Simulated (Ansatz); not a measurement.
Frontier orbitals of C₂H₄FNS, SMILES `N/C=C(/F)S`.

```xyz
9

N    -1.2251    0.7715   -0.2313
C    -0.6219   -0.3146    0.3568
C     0.6797   -0.6083    0.3130
F     1.0977   -1.7854    0.8333
S     1.9143    0.4461   -0.3053
H    -2.0351    1.1275    0.2485
H    -0.5859    1.4942   -0.5295
H    -1.2853   -1.0238    0.8413
H     2.0616   -0.1072   -1.5269
```

Charge 0, multiplicity 1. The structure was optimised at the PBE0-D4/def2-TZVP level. It is one conformer, not always the lowest. Basis def2-TZVPP, Ansatz 0.2.0.

| functional | HOMO (eV) | LUMO (eV) |
| --- | --- | --- |
| LDA (SPW92) | -5.14 | -1.11 |

Question: Give HOMO and LUMO (eV) with PBE, revPBE, BLYP, r2SCAN, B97M-V, PBE0, B3LYP, r2SCANh, r2SCAN0, HSE06 (plane-wave form), BHLYP, CAM-B3LYP, LC-ωPBE, ωB97X-V, ωB97M-V, HF. (Estimate.)

Answer: Computed: 
| functional | HOMO | LUMO |
| --- | --- | --- |
| PBE | -4.96 | -0.92 |
| revPBE | -4.90 | -0.84 |
| BLYP | -4.85 | -0.83 |
| r2SCAN | -5.18 | -0.69 |
| B97M-V | -5.24 | -0.69 |
| PBE0 | -6.17 | 0.00 |
| B3LYP | -5.97 | -0.26 |
| r2SCANh | -5.63 | -0.35 |
| r2SCAN0 | -6.31 | 0.15 |
| HSE06 (plane-wave form) | -5.77 | -0.37 |
| BHLYP | -7.27 | 0.97 |
| CAM-B3LYP | -7.49 | 1.06 |
| LC-ωPBE | -8.78 | 2.26 |
| ωB97X-V | -8.43 | 2.16 |
| ωB97M-V | -8.34 | 1.97 |
| HF | -8.90 | 3.34 |

B3LYP here is the variant with VWN-RPA as its local correlation; programs differ in this. LC-ωPBE has ω = 0.4 bohr⁻¹. Positive LUMOs are unbound and depend on the basis.
